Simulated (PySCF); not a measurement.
## Gas-phase XPS of 2-propynal, computed

Compound: 2-propynal, C3H2O.
SMILES with atom numbers: `[CH:1]#[C:2][CH:3]=[O:4]`

Structure used (PBE0-D3(BJ)/def2-SVP), in Å, numbered top down from 1:
```
atom  x, y, z in Å
C1     0.7933    1.1886    0.6791
C2     0.1792    0.2535    0.2111
C3    -0.5576   -0.8882   -0.2976
O4    -0.8973   -1.0150   -1.4453
H5     1.3380    2.0246    1.0812
H6    -0.7924   -1.6597    0.4753
```

The calculation used delta-SCF UKS SCAN, pcX-2 on the ionised atom, pcseg-1 elsewhere, spin-free X2C (PySCF 2.14.0). Vertical ΔSCF values, vacuum level as zero.

Q: Give the core binding energies atom by atom.

A: 
```tsv
atom(s)	environment	level	binding energy (eV)	above the level's lowest (eV)	count
O4	aldehyde oxygen	O 1s	538.40	0.00	1
C3	aldehyde carbon	C 1s	294.53	+2.89	1
C2	alkyne carbon	C 1s	291.65	+0.01	1
C1	terminal alkyne carbon	C 1s	291.64	0.00	1
```

The listed C 1s values span 2.89 eV, from C1 (bonded to C (triple bond) and H) to C3 (bonded to O (double bond), C and H). The values 291.64 and 291.65 eV lie too close for their order to be trusted.

Q: Express the binding energy of C 1s of C1 in atomic units and per mole.

A: 291.64 eV = 10.7176 Eh = 28139 kJ/mol.

Spin contamination (⟨S²⟩ against 0.75 for a pure doublet) is marked for C 1s of C1 (0.89), C 1s of C2 (0.87) and C 1s of C3 (0.89), which makes these values less certain. Geometry: PBE0-D3(BJ)/def2-SVP; no solvent, vibrations or thermal averaging.
